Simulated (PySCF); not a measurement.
NMR data simulated for an unnamed compound:

¹H NMR (600 MHz, computed): δ 2.34 (s, 3H).

¹³C{¹H} NMR (computed): δ 119.3 (C), 20.8 (CH3).

PySCF 2.14 calculation with shielding tensors at B97-2/pcSseg-2 (GIAO) and geometry: PBE0-D3(BJ)/def2-TZVP; averaged over atoms made equivalent by symmetry, fast rotation or ring inversion, isolated molecule, one conformer, non-relativistic Hamiltonian.

δ = σ(ref) − σ, references computed at the same level: ¹H (31.64 ppm) and ¹³C (185.38 ppm) against TMS.

Q: Which of these does the molecule contain: an S-methyl group, a C≡C triple bond, a heteroaromatic ring, a nitrile, an ester?

A: 
- An S-methyl group: yes (δC 20.8; δH 2.34 (s)).
- A C≡C triple bond: no.
- A heteroaromatic ring: no.
- A nitrile: yes (δC 119.3).
- An ester: no.

The data belong to Methyl Thiocyanate (CSC#N, C₂H₃NS); they needn't prove each group on their own.

Carbon signals by region: 1 in the sp2 and nitrile region (100–160 ppm), 1 below 50 ppm.

Shifts are as computed. Against solution values, carbons near 30 ppm lie about +3 ppm off and those near 130 ppm about +7 ppm; carbons on S a further +4 ppm. Of 1211 compounds with measured shifts, 218 miss one by over three times the rms of a fit or turn the order of signals round; such compounds aren't used in these exercises.
